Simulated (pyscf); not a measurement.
Homolytic dissociation enthalpies at 298 K of Ge–S, Se–Si, S–Si, S–Sn bonds in 8 gas-phase molecules, in kcal/mol. PySCF, gas phase, ωB97X-D3(BJ)/def2-SVP geometries. Correlated levels are frozen-core, on RHF or UHF. ΔMP2 is the change of the MP2 total energy from the triple- to the quadruple-zeta basis. Both columns use the same structures and thermal terms. Rows were drawn at random from the closed-shell molecules with such a bond whose radicals are computed, keep their shape and have no isomer in the data more than 5 kcal/mol lower.

```tsv
row	molecule	radicals	PBE/def2-TZVP	CCSD(T)/def2-TZVPP + ΔMP2(QZVPP)
1	HS–SnH(Cl)–Cl	SH• + Cl–SnH•–Cl	66.4	71.7
2	H₃Si–Se–SiH₃	SiH₃• + H₃Si–Se•	75.1	79.7
3	H₃Si–SH	SiH₃• + SH•	85.6	87.0
4	H₃Si–S–SiH₃	SiH₃• + H₃Si–S•	83.2	87.4
5	F–GeH₂–SH	F–GeH₂• + SH•	80.1	?
6	H₂N–SiH(NH₂)–SH	H₂N–SiH•–NH₂ + SH•	90.5	94.4
7	Cl–SiH₂–SeH	•H₂Si–Cl + SeH•	76.2	80.2
8	HS–Si(Cl)(Cl)–Cl	SH• + Cl–Si•(Cl)–Cl	84.6	89.4
```

Q: Fit a line that carries the PBE values to the last column and predict row 5.

A: In the 7 complete rows the last column lies 1.4 to 5.3 kcal/mol from PBE (mean 4.0, median 4.2). Least squares gives y = 10.4 + 0.92·x with residuals of 1.0 kcal/mol (root mean square). For row 5: 10.4 + 0.92 × 80.1 = 84.1 kcal/mol. The computed value is 83.0 kcal/mol, 1.1 under the line. The CCSD(T) − MP2 part came from Ansatz, without density fitting, on the same reference. The frozen core leaves the outer d or s,p core shells of the metals and heavy elements correlated in the MP2 and CC values, and def2-TZVPP describes them poorly, which can shift differences by a few kcal/mol. Left out: the spin-orbit lowering of SH, SeH, which is large for Br, Se, Te and I. Elements up to Kr have no core potential and no relativistic terms here. Elements past Kr carry the def2 core potentials, without spin-orbit coupling.
